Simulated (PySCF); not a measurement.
Compound: H2O.
SMILES with atom numbers: `[OH2:1]` (hydrogens: H2, H3 on O1)

Computed by this run: PySCF, PBE0-D3(BJ)/def2-SVP geometry optimisation, gas phase; density fitting, grid level 1; the optimiser is geomeTRIC in internal coordinates, started from a GFN2-xTB structure with every atom displaced at random (about 0.01 Å).

Step 0: E = -2075.5024 eV
```
atom  x, y, z in Å  |  force x, y, z in eV/Å
O1      0.0247    0.3530    0.0016   -2.812   2.123   0.036
H2     -0.7743   -0.1941   -0.0133    0.608  -0.009   0.002
H3      0.7556   -0.1938   -0.0075    2.204  -2.114  -0.038
```

**Question.** Estimate the geometry and energy of step 1. (The exact step hangs on the optimiser's Hessian estimate; all steps are aligned on step 0, rigid shifts and turns removed.)

**Answer.** E = -2075.5905 eV, largest force 0.313 eV/Å
```
atom  x, y, z in Å  |  force x, y, z in eV/Å
O1      0.0056    0.3805    0.0022    0.026   0.312   0.009
H2     -0.7572   -0.2004   -0.0134   -0.088  -0.164  -0.005
H3      0.7576   -0.2151   -0.0080    0.062  -0.148  -0.004
```

The energy changes by -0.0881 eV. The first-order estimate −F·Δx gives -0.1722 eV and the mean of the old and new forces, exact on a quadratic surface, -0.0916 eV. The step makes an angle of 33° with the force vector and moves no atom by more than 0.034 Å.

The cost below is that of the whole optimisation. Time: 0.78 s; peak memory 0.23 GiB. Hardware: one thread, Arm Neoverse V2 (aarch64), no GPU (shared host).
